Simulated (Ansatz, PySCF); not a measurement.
Dissociation curve of Li2, singlet.

Methods: UKS-B3LYP/6-31G* = unrestricted B3LYP/6-31G*, spherical d (PySCF); UCCSD(T) = CCSD(T) on UHF/cc-pVTZ, frozen core (Ansatz, a quantum-chemistry and plane-wave program); RKS-BHandHLYP = PySCF with restricted BHandHLYP/cc-pVTZ; UKS-PBE = Ansatz with unrestricted PBE/cc-pVTZ.

Energies are in kcal/mol, each relative to the lowest point of its own curve near equilibrium.

```tsv
R / Å	UKS-B3LYP/6-31G*	UCCSD(T)	RKS-BHandHLYP	UKS-PBE
2.07	12.0	11.0	11.3	11.6
2.18	7.7	6.9	7.1	7.4
2.35	3.2	2.8	2.8	3.1
2.45	1.6	1.3	1.3	1.5
2.62	0.2	0.1	0.1	0.2
2.68	0.0	0.0	0.0	0.0
2.74	0.0	0.0	0.0	0.0
2.85	0.2	0.4	0.4	0.2
2.92	0.6	0.7	0.8	0.5
2.96	0.8	1.0	1.1	0.8
3.12	2.0	2.3	2.5	1.9
3.41	5.1	5.5	5.8	4.8
3.74	9.1	9.4	10.3	8.3
4.09	12.6	13.3	15.0	11.7
4.59	16.1	17.7	[?]	15.4
5.01	17.8	20.2	26.0	17.5
5.48	19.0	[?]	30.3	18.9
6.10	19.7	[?]	[?]	19.7
6.68	20.0	23.3	[?]	20.0
7.36	20.1	23.6	40.9	20.1
8.25	20.2	23.6	[?]	20.2
```

### Question
What belongs in the gaps?

### Answer

- 4.59, RKS-BHandHLYP: 21.4
- 5.48, UCCSD(T): 21.8
- 6.10, UCCSD(T): 22.9
- 6.10, RKS-BHandHLYP: 34.9
- 6.68, RKS-BHandHLYP: 38.1
- 8.25, RKS-BHandHLYP: 43.4

The unrestricted determinant behind UKS-B3LYP/6-31G* is spin-contaminated at 3.74 to 8.25 Å (<S²> up to 1.0, against 0.00 for a pure singlet). The unrestricted determinant behind UCCSD(T) is spin-contaminated at 2.07 to 8.25 Å (<S²> up to 1.0, against 0.00 for a pure singlet). With two correlated electrons CCSD is exact in the basis where it finds the lowest root (UCCSD(T)). The restricted form behind RKS-BHandHLYP keeps the bonding electrons paired and can't separate into open-shell fragments. The unrestricted determinant behind UKS-PBE is spin-contaminated at 3.41 to 8.25 Å (<S²> up to 1.0, against 0.00 for a pure singlet).
